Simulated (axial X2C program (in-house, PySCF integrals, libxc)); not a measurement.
# Potential curves of BH⁻, two-component

Computed with an in-house all-electron X2C program for linear molecules (integrals from PySCF). Two-component (2c) means X2C with spin–orbit coupling and atomic mean-field two-electron Coulomb and Gaunt terms. Basis: B dyall-av3z [8s7p3d2f], H dyall-av3z [7s3p2d] (cores contracted in-house); Gaussian nuclei, density fitting, unrestricted open shells. Masses: B 11.009 u, H 1.008 u.

State: Ω = 1/2 (⟨Sz⟩ = -0.50, ⟨Lz⟩ = 1.00 at HF). Energies in eV from the fragments at the same level (B + H-). Fits are polynomials in 1 − R0/R over 0.85 to 1.23 times the lowest point R0.

```csv
R (Å),MP2,PBE0,CCSD
1.0962,-2.8243,-2.9192,
1.1466,-2.9855,-3.0789,-2.7573
1.1844,-3.0577,-3.1502,-2.8271
1.2222,-3.0960,-3.1883,-2.8634
1.2600,-3.1063,-3.1990,-2.8723
1.3041,-3.0892,-3.1837,-2.8550
1.3482,-3.0470,-3.1449,-2.8143
1.4049,-2.9646,-3.0691,-2.7365
1.4742,-2.8335,-2.9490,
1.5750,-2.6088,-2.7434,
```

Correlated methods: 5 electrons correlated (number of frozen shells: B 1 s; H none), 157 virtual spin orbitals or spinors in MP2, 86 natural virtuals in coupled cluster.

Occupations by symmetry block were frozen at the best pattern of an incomplete PBE0 search. De is counted from the lowest determinant-based energies of the atoms at the same level, without counterpoise correction. Density functionals use the spin component along the axis (collinear). CCSD ran in a truncated set of natural virtual spinors with an MP2 remainder; without triples it tends to underbind. The highest occupied level is positive at some bond lengths even in Hartree–Fock (under at least one Hamiltonian), so the basis set holds the extra electron there; where that holds at Re the anion is at best weakly bound and its constants depend on the basis. The 2c atoms are single determinants rather than J levels; their spin–orbit lowering is only partly caught, and De is too large by that part. This holds for PBE0. The functionals have no current-density term, which raises determinants with orbital currents, atoms included. Coupled cluster ran on the points near the minimum only. MP2 and coupled cluster on one determinant become unreliable at the stretched end.

Problem. What are Re, ωe and De at the MP2 level?

Solution. At MP2, 2c: Re = 1.257 Å, ωe ≈ 2200 cm⁻¹, De = 3.11 eV to B + H-; Be follows as 11.6 cm⁻¹.

Problem. What are Re, ωe and De at the PBE0 level?

Solution. At PBE0, 2c: Re = 1.258 Å, ωe ≈ 2150 cm⁻¹, De = 3.20 eV to B + H-; Be follows as 11.5 cm⁻¹.

Problem. What are Re, ωe and De at the CCSD level?

Solution. At CCSD, 2c: Re = 1.255 Å, ωe ≈ 2170 cm⁻¹, De = 2.87 eV to B + H-; Be follows as 11.6 cm⁻¹.
